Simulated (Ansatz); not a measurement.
Born–Oppenheimer molecular dynamics of CH3F + H4Si (10 atoms, charge 0, multiplicity 1). It starts from a relaxed structure.

Level of theory: RKS CAM-B3LYP-D4/STO-3G (Ansatz).

```yaml
ensemble: NVT, Langevin thermostat
time_step: 0.5 fs
steps_asked: 266
set_temperature: 700 K
friction: 0.05 /fs
masses: H 2.014 u
seed: 356742
```

First frame:

```xyz
10
Properties=species:S:1:pos:R:3
Si -0.113 -0.049 -1.740
H -0.061 -0.532 -3.094
H 1.238 0.076 -1.268
H -0.839 -1.013 -0.961
H -0.781 1.222 -1.751
C 0.122 0.032 1.796
F -0.237 0.893 0.745
H 1.215 -0.167 1.788
H -0.405 -0.942 1.706
H -0.141 0.478 2.778
```

Task: What does the run give?

Result: The run went to its last step.

* steps done: 266
* time covered: 133 fs
* mean temperature over the second half: 731 K
* spread of the potential energy over the second half: 12.9 meV per atom
* mean potential energy of the second half above the start: 47.7 meV per atom

A run of 0.13 ps of so small a system gives no equilibrium averages. Limits of this set-up: minimal basis.

Task: What happens to the structure?

Result: The same pairs are bonded in the first frame and the last. Pairs count as bonded within 1.25 times the sum of covalent radii (0.12 Å more for H–H). Another seed would give other details.

Task: How do temperature and energy run in time?

Result: 
| time (fs) | T (K) | potential energy less start (eV) |
| --- | --- | --- |
| 0.0 | 630 | 0.000 |
| 4.0 | 553 | 0.345 |
| 8.0 | 315 | 0.797 |
| 12.0 | 453 | 0.864 |
| 16.0 | 676 | 0.606 |
| 20.0 | 758 | 0.265 |
| 24.0 | 471 | 0.577 |
| 28.0 | 594 | 0.475 |
| 32.0 | 524 | 0.448 |
| 36.0 | 682 | 0.453 |
| 40.0 | 788 | 0.769 |
| 44.0 | 754 | 0.756 |
| 48.0 | 418 | 0.744 |
| 52.0 | 575 | 0.470 |
| 56.0 | 750 | 0.469 |
| 60.0 | 788 | 0.519 |
| 64.0 | 522 | 0.820 |
| 68.0 | 772 | 0.511 |
| 72.0 | 691 | 0.674 |
| 76.0 | 819 | 0.664 |
| 80.0 | 799 | 0.583 |
| 84.0 | 910 | 0.580 |
| 88.0 | 716 | 0.521 |
| 92.0 | 627 | 0.551 |
| 96.0 | 844 | 0.361 |
| 100.0 | 774 | 0.356 |
| 104.0 | 630 | 0.348 |
| 108.0 | 614 | 0.401 |
| 112.0 | 743 | 0.339 |
| 116.0 | 868 | 0.232 |
| 120.0 | 524 | 0.418 |
| 124.0 | 734 | 0.412 |
| 128.0 | 714 | 0.571 |
| 132.0 | 719 | 0.650 |

The run took 14 min on 1 thread of AMD EPYC (Zen 3), on a shared host, peak memory 0.099 GiB.
